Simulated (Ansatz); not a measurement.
The same path of CHS$_{2}$ (4 atoms, charge -1, multiplicity 1) was run twice with different band settings. Lost on the way: C2–H4. Made: S1–H4.

These are results of RKS B3LYP/def2-SVPD in Ansatz, not measurements.

Relaxed end points:

```xyz
4
Properties=species:S:1:pos:R:3
S 1.478 -0.526 -0.547
C -0.014 -0.022 0.071
S -1.251 0.889 -0.634
H -0.213 -0.341 1.109
```

```xyz
4
Properties=species:S:1:pos:R:3
S 0.924 -0.451 -0.042
C -0.729 0.319 0.123
S -1.184 1.119 -1.285
H 0.988 -0.987 1.204
```

Common settings: climbing image yes; spring 5.0 eV/Å²; optimiser quadratic models (default); start path through a guess of the saddle point; force threshold 0.05 eV/Å; iteration limit 60; end points relaxed.

| run | movable images |
| --- | --- |
| 1 | 7 |
| 2 | 3 |

Task: What does each run give, and how far can it be trusted?

Result: Run 1: converged after 7 iterations, highest image 3.155 eV above the first end. Neighbouring images differ by up to 1.3 eV, so the band resolves the path poorly. A vibrational analysis at the climbing image gives one clearly imaginary mode, 1604i cm⁻¹: a first-order saddle point.
Run 2: converged after 8 iterations, highest image 3.155 eV above the first end. Neighbouring images differ by up to 1.9 eV, so the band resolves the path poorly. Another band between the same ends (7 images) ends at a top of the same energy, where a vibrational analysis finds 1 clearly imaginary mode. So few images can step over the top or miss a turn of the path.
The orbitals stay closed-shell, which can raise the energy where a bond breaks towards radicals; this wasn't checked here. Limits of this set-up: the dipole of an ion depends on the origin.
